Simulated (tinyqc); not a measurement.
Worked calculation: UHF in the sto-6g basis, for LiH+, spin multiplicity 2. One step of it, computed by the program tinyqc.

Task: Iteration 1: building the Fock matrix. J_ij = sum D_kl (ij|kl) with D = D(alpha) + D(beta), K_ij = sum D_kl (ik|jl) for each spin; F = H + J - K(s); E = tr D H + tr D J / 2 - 0.5 sum_s tr D(s) K(s) + E_nn.

D(alpha) at the start:
```
            1Li 1s    1Li 2s   1Li 2px   1Li 2py    1Li 2pz      2H 1s
1Li 1s    0.989579  0.013426  0.000000  0.000000  -0.043135  -0.067496
1Li 2s    0.013426  0.076100  0.000000  0.000000   0.120260   0.169856
1Li 2px   0.000000  0.000000  0.000000  0.000000   0.000000   0.000000
1Li 2py   0.000000  0.000000  0.000000  0.000000   0.000000   0.000000
1Li 2pz  -0.043135  0.120260  0.000000  0.000000   0.194240   0.274775
2H 1s    -0.067496  0.169856  0.000000  0.000000   0.274775   0.388745
```

D(beta) at the start:
```
            1Li 1s     1Li 2s   1Li 2px   1Li 2py    1Li 2pz      2H 1s
1Li 1s    0.979361   0.040995  0.000000  0.000000   0.001416  -0.004471
1Li 2s    0.040995   0.001716  0.000000  0.000000   0.000059  -0.000187
1Li 2px   0.000000   0.000000  0.000000  0.000000   0.000000   0.000000
1Li 2py   0.000000   0.000000  0.000000  0.000000   0.000000   0.000000
1Li 2pz   0.001416   0.000059  0.000000  0.000000   0.000002  -0.000006
2H 1s    -0.004471  -0.000187  0.000000  0.000000  -0.000006   0.000020
```

core Hamiltonian H = T + V (hartree):
```
            1Li 1s     1Li 2s    1Li 2px    1Li 2py    1Li 2pz      2H 1s
1Li 1s   -4.725442  -1.003920   0.000000   0.000000  -0.011768  -0.147607
1Li 2s   -1.003920  -1.350537   0.000000   0.000000  -0.103225  -0.513026
1Li 2px   0.000000   0.000000  -1.110077   0.000000   0.000000   0.000000
1Li 2py   0.000000   0.000000   0.000000  -1.110077   0.000000   0.000000
1Li 2pz  -0.011768  -0.103225   0.000000   0.000000  -1.190845  -0.669611
2H 1s    -0.147607  -0.513026   0.000000   0.000000  -0.669611  -1.295609
```

Two-electron integrals (ij|kl) in chemists' order, unique and non-zero (hartree):
```
(11|11) 1.681247   (21|11) 0.242603   (21|21) 0.044507   (22|11) 0.397190
(22|21) 0.090279   (22|22) 0.290625   (31|31) 0.009437   (32|31) 0.014261
(32|32) 0.064236   (33|11) 0.397190   (33|21) 0.090279   (33|22) 0.290625
(33|33) 0.313125   (41|41) 0.009437   (42|41) 0.014261   (42|42) 0.064236
(43|43) 0.016875   (44|11) 0.397190   (44|21) 0.090279   (44|22) 0.290625
(44|33) 0.279374   (44|44) 0.313125   (51|51) 0.009437   (52|51) 0.014261
(52|52) 0.064236   (53|53) 0.016875   (54|54) 0.016875   (55|11) 0.397190
(55|21) 0.090279   (55|22) 0.290625   (55|33) 0.279374   (55|44) 0.279374
(55|55) 0.313125   (61|11) 0.034472   (61|21) 0.006214   (61|22) 0.012813
(61|33) 0.012630   (61|44) 0.012630   (61|51) 0.000834   (61|52) 0.001720
(61|55) 0.013178   (61|61) 0.000962   (62|11) 0.106164   (62|21) 0.024578
(62|22) 0.086753   (62|33) 0.081999   (62|44) 0.081999   (62|51) 0.004123
(62|52) 0.026447   (62|55) 0.096259   (62|61) 0.004200   (62|62) 0.046554
(63|31) 0.001801   (63|32) 0.008876   (63|53) 0.003757   (63|63) 0.002842
(64|41) 0.001801   (64|42) 0.008876   (64|54) 0.003757   (64|64) 0.002842
(65|11) 0.137494   (65|21) 0.032099   (65|22) 0.116742   (65|33) 0.108742
(65|44) 0.108742   (65|51) 0.006415   (65|52) 0.040919   (65|55) 0.132743
(65|61) 0.005690   (65|62) 0.068232   (65|65) 0.101005   (66|11) 0.274773
(66|21) 0.064652   (66|22) 0.251136   (66|33) 0.229360   (66|44) 0.229360
(66|51) 0.011515   (66|52) 0.093513   (66|55) 0.294689   (66|61) 0.011527
(66|62) 0.173676   (66|65) 0.262905   (66|66) 0.774999
```

nuclear repulsion = 0.82512039 hartree

Give: Coulomb J; exchange K(alpha); exchange K(beta); F(alpha); F(beta); total energy of this density.

Result:

Coulomb J (hartree):
```
         1Li 1s  1Li 2s  1Li 2px  1Li 2py  1Li 2pz  2H 1s
1Li 1s    3.658   0.557    0.000    0.000    0.012  0.081
1Li 2s    0.557   1.060    0.000    0.000    0.082  0.363
1Li 2px   0.000   0.000    1.044    0.000    0.000  0.000
1Li 2py   0.000   0.000    0.000    1.044    0.000  0.000
1Li 2pz   0.012   0.082    0.000    0.000    1.094  0.498
2H 1s     0.081   0.363    0.000    0.000    0.498  1.149
```

exchange K(alpha) (hartree):
```
         1Li 1s  1Li 2s  1Li 2px  1Li 2py  1Li 2pz  2H 1s
1Li 1s    1.674   0.258    0.000    0.000   -0.001  0.039
1Li 2s    0.258   0.140    0.000    0.000    0.124  0.195
1Li 2px   0.000   0.000    0.024    0.000    0.000  0.000
1Li 2py   0.000   0.000    0.000    0.024    0.000  0.000
1Li 2pz  -0.001   0.124    0.000    0.000    0.201  0.282
2H 1s     0.039   0.195    0.000    0.000    0.282  0.543
```

exchange K(beta) (hartree):
```
         1Li 1s  1Li 2s  1Li 2px  1Li 2py  1Li 2pz  2H 1s
1Li 1s    1.666   0.255    0.000    0.000    0.000  0.037
1Li 2s    0.255   0.051    0.000    0.000    0.000  0.007
1Li 2px   0.000   0.000    0.011    0.000    0.000  0.000
1Li 2py   0.000   0.000    0.000    0.011    0.000  0.000
1Li 2pz   0.000   0.000    0.000    0.000    0.010  0.001
2H 1s     0.037   0.007    0.000    0.000    0.001  0.001
```

F(alpha) (hartree):
```
         1Li 1s  1Li 2s  1Li 2px  1Li 2py  1Li 2pz   2H 1s
1Li 1s   -2.741  -0.704    0.000    0.000    0.001  -0.106
1Li 2s   -0.704  -0.430    0.000    0.000   -0.146  -0.344
1Li 2px   0.000   0.000   -0.090    0.000    0.000   0.000
1Li 2py   0.000   0.000    0.000   -0.090    0.000   0.000
1Li 2pz   0.001  -0.146    0.000    0.000   -0.298  -0.453
2H 1s    -0.106  -0.344    0.000    0.000   -0.453  -0.690
```

F(beta) (hartree):
```
         1Li 1s  1Li 2s  1Li 2px  1Li 2py  1Li 2pz   2H 1s
1Li 1s   -2.733  -0.702    0.000    0.000    0.000  -0.104
1Li 2s   -0.702  -0.341    0.000    0.000   -0.021  -0.157
1Li 2px   0.000   0.000   -0.077    0.000    0.000   0.000
1Li 2py   0.000   0.000    0.000   -0.077    0.000   0.000
1Li 2pz   0.000  -0.021    0.000    0.000   -0.108  -0.172
2H 1s    -0.104  -0.157    0.000    0.000   -0.172  -0.147
```

total energy of this density = -7.67942 hartree

This density is the starting one.
